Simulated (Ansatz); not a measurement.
**Relaxing Li**

Theory: DFT PBEsol, scalar-relativistic, plane waves, PAW (Ansatz). Cutoff 420 eV, Γ-centred k mesh, Gaussian smearing, no spin polarisation in the final step.

Li was placed on the black phosphorus structure type (Cmce, No. 64), at a guessed volume.

```xyz
4
Lattice="1.7183 -5.4509 0.0000 1.7183 5.4509 0.0000 0.0000 0.0000 4.5476" Properties=species:S:1:pos:R:3 pbc="T T T"
Li    1.7183    4.3826    4.1383
Li    1.7183   -1.0684    2.6831
Li    1.7183   -4.3826    0.4093
Li    1.7183    1.0684    1.8645
```

Cell and atoms relax at zero pressure; the relaxation can't lower the symmetry of the start. After a coarse first stage the cell is made exact in the group found at 0.06 Å.

Energies count from the standard state of Li at the same level.

**Question.** Which crystal results?

**Answer.** It ends in Fmmm (No. 69). Conventional cell: a = 3.044 Å, b = 5.053 Å, c = 10.564 Å. Around Li lie 1 Li at 2.75 Å and 8 Li at 2.95–3.04 Å.

```
Li
1.0
     0.00000    2.52674    5.28213
     1.52215    0.00000    5.28213
     1.52215    2.52674    0.00000
Li
2
Direct
  0.86989 0.86989 0.13011
  0.13011 0.13011 0.86989
```

**Question.** What are its volume, energy, density and gap?

**Answer.** The volume per atom is 20.32 Å³. The density is 0.57 g/cm³, the energy over the standard structure is 0.04 eV/atom and the gap on the 22×22×22 mesh is 0 eV (a metal).

The final run used a 22×22×22 mesh on its 2-atom cell and 0.10 eV smearing. The k mesh leaves about 4 meV/atom of noise in metals. Symmetry constrained the relaxation, so the result can be a saddle point.

This form isn't the element's structure at ambient conditions.